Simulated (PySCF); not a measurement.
## NH: from constants to spectrum

UHF-CCSD(T) constants of NH, ³Σ⁻ (triplet), unpaired electrons π ↑↑ (PySCF, no relativity, basis sets H cc-pVDZ, N cc-pVDZ; masses 1.0078 and 14.0031 u):

```
ωe              : 3197.0 cm⁻¹
ωexe            : 81.1 cm⁻¹
Be              : 16.083 cm⁻¹
αe              : 0.651 cm⁻¹
D (centrifugal) : 0.00163 cm⁻¹
De to H + N     : 3.10 eV
```

Problem. Give the vibrational terms G(v) and spacings up to v = 4.

Solution. G(v) = ωe(v+½) − ωexe(v+½)².

```tsv
v	G(v) (cm⁻¹)	G(v) − G(v−1)	Bv (cm⁻¹)
0	1578		15.76
1	4613	3035	15.11
2	7486	2873	14.46
3	10196	2710	13.80
4	12744	2548	13.15
```

Problem. How well does the Morse estimate ωe²/(4ωexe) reproduce De, and what is D0?

Solution. It gives 3.91 eV, 126 % of the computed De. D0 = De − G(0) = 3.10 − 0.20 = 2.90 eV.

Measured values (Huber and Herzberg, Constants of Diatomic Molecules (1979)): ωe = 3282.27 cm⁻¹, ωexe = 78.35 cm⁻¹, Be = 16.6993 cm⁻¹, αe = 0.649 cm⁻¹.

Correlated steps freeze 1 core orbital. Correlated levels converge slowly with the basis: in double zeta they bind strong bonds too weakly, by up to about 1 eV, and carry superposition errors of some tenths. The state was picked by a PBE0 search and need not be the measured ground state.
